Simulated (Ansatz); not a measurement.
# One structure, 3 elements: CsP3, CsAs3, CsBi3

Plane-wave DFT in Ansatz with scalar-relativistic PAW potentials, cutoff 420 eV, Γ-centred meshes chosen by cell and gap, Gaussian smearing with energies taken to zero width. Every cell was relaxed (cell and atoms) in a run of its own, within the symmetry of its start. Functional: PBE.

All members share space group I4/mmm and the same sites; only the element on one set of sites changes (P, As, Bi). Members needn't be the stable form of their composition. Energies over the elements, where given, are against the elements' standard states in the same functional (H₂, N₂, O₂ and halogens uncorrected, Hg as a solid). The first member:

Space group I4/mmm (No. 139). a = 4.761 Å, b = 4.761 Å, c = 8.090 Å, α = 90.00°, β = 90.00°, γ = 90.00°
```tsv
atom	site	symmetry	x	y	z
Cs	2a	4/mmm	0.0000	0.0000	0.0000
P	2b	4/mmm	0.5000	0.5000	0.0000
P	4d	-4m2	0.5000	0.0000	0.2500
```

```tsv
compound	V (Å³/atom)	a (Å)	c (Å)	energy over elements (eV/atom)
CsP3	22.92	4.761	8.090	1.069
CsBi3	36.47	5.400	10.005	0.077
```

Problem. Predict the member with As.

Solution. V (Å³/atom) 26.20, a (Å) 4.946, c (Å) 8.568, energy over elements (eV/atom) 0.594. Interpolating linearly in period between P and Bi would give 27.44 Å³/atom (4.7 % too large), with 0.738 eV/atom over the elements. Over the whole series the volume grows at each step down the group; all are metallic on the mesh; none is bound against its elements in this structure, and Bi comes closest.

Spin-orbit coupling is left out, which matters for the bands of heavy elements. For Tl, Pb and Bi spin-orbit coupling shifts energies too.